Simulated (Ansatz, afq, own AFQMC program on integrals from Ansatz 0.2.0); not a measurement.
**Ga, doublet: AFQMC among the cluster methods**

A free Ga atom.

Basis aug-cc-pVTZ. Only valence electrons are correlated. Ansatz 0.2.0 and our own AFQMC program on the same integrals; the CISD trial comes from CCSD amplitudes, and released means the phaseless constraint is let go. Free projection: walkers drawn from exp(T), propagated without any constraint. Its projection time is finite, and what remains of the start isn't in its error. ± is one standard error of the sampling. No spin–orbit coupling.

Determinant: UHF, the one that the program's search chose, which needn't be the lowest solution.

Full CI on the same integrals is exact in this basis and with this determinant's frozen core.

Cautions: no relativity below Rb; no spin-orbit coupling; inner d shell frozen.

```
T1 diagnostic                               : 0.0140
weight of the determinant in the CISD state : 0.943
⟨S²⟩ of the determinant                     : 0.763
size of the correlated space                : 3 electrons in 45 orbitals
```

**Question.** Estimate: order these by the size of their error in total energy against full CI, smallest first.
A. AFQMC with the constraint released
B. phaseless AFQMC with the Hartree–Fock trial
C. MP2
D. CCSD

**Answer.** A (0.0 ± 0.3 meV), D (33.5 meV), B (75.9 ± 12.1 meV), C (388.5 meV).

Reference: full CI, correlation energy -1.305 eV. The released energy is read at 2.40 1/Eh (meV from the phaseless value at times in 1/Eh: -0.7 ± 0.5 at 0.24, -1.4 ± 0.4 at 0.51, -1.8 ± 2.3 at 0.99, -2.2 ± 0.3 at 1.62, -2.9 ± 0.3 at 2.40).

A walk keeps the symmetry of its determinant, which the program's search chose and which needn't be the lowest solution, so a lower state of the same spin and another symmetry isn't excluded. Released energies are given only where the last usable release times agree within the noise; a slower fall can still hide under it.
